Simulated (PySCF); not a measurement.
Task: Give a PBE0-D3(BJ)/def2-TZVP geometry of `C=CC(=O)Cl`.

Result: 
```xyz
8
C3H3ClO angstrom
C     -1.169   -0.463   -0.078
C      0.000   -0.121    0.450
C      1.016    0.538   -0.388
O      0.933    0.818   -1.536
Cl     2.498    0.911    0.533
H     -1.383   -0.262   -1.122
H     -1.933   -0.949    0.516
H      0.251   -0.304    1.486
```

Any rigid rotation of these coordinates is as good. Atoms count from 1 in this order. The 5 heavy atoms lie in one plane (0.002 Å rms). The 2 C–C bonds span 1.328 Å (C1=C2, drawn double) to 1.473 Å (C2–C3, drawn single), a spread of 0.145 Å. Of the pairs four or more bonds apart, O4···H6 is among the closest relative to their van der Waals radii: 2.59 Å, 95 % of the sum of Bondi's values.

Bonds between heavy atoms (Å): C1=C2 1.328, C2–C3 1.473, C3=O4 1.184, C3–Cl5 1.785.

Theory: PBE0-D3(BJ)/def2-TZVP geometry optimisation, gas phase in PySCF 2.14.0.

Point group: Cs (every atom within 0.08 Å of its image). No PBE0-D3(BJ)/def2-TZVP frequencies stand behind this structure, so it isn't proved a minimum. The numbers are those of one conformer (C1–C2–C3–O4 0°).
